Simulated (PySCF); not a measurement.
# C3H5ClO (Propionyl Chloride): the cost of one run

The runs use PySCF 2.14.0, with density-fitted response routines of our own; the level of theory stands in each step. All values are computed, except where a source is named. Atoms are numbered from 0 throughout.

### Step 1. The molecule as given

10 atoms, charge 0, multiplicity 1; geometry from: GFN2-xTB.

Bonds of the start (Å): C0–C1 1.52, C1–C2 1.49, C2–O3 1.18, C2–Cl4 1.78, C0–H5 1.09, C0–H6 1.09, C0–H7 1.09, C1–H8 1.09, C1–H9 1.09.

### Step 2. Relaxing the molecule at PBE0-D3(BJ)/def2-SVP

The job: settings as JSON, then the geometry in Å.

```
{"job": {"xc": "PBE0", "basis": "def2-SVP", "d3": "d3bj", "grid": 1, "kind": "geom"}, "charge": 0, "multiplicity": 1}
C     -1.168935    -0.394117    -0.065304
C      0.038123     0.534775    -0.123254
C      1.299762    -0.184786     0.215530
O      1.457052    -1.319448     0.506665
Cl     2.704616     0.907771     0.139995
H     -2.072306     0.152298    -0.321375
H     -1.280371    -0.808827     0.932983
H     -1.046649    -1.218446    -0.762801
H     -0.075438     1.367574     0.574719
H      0.153028     0.967860    -1.119686
```

Started as:

```console
> OMP_NUM_THREADS=1 python probes_run.py task.json out
```

This one command runs all jobs of the session in turn.

**Question.** How long does this first job take on 1 thread of Arm Neoverse V1, shared host, and how much memory does it need?

About 16 s, with a peak of 0.41 GiB.
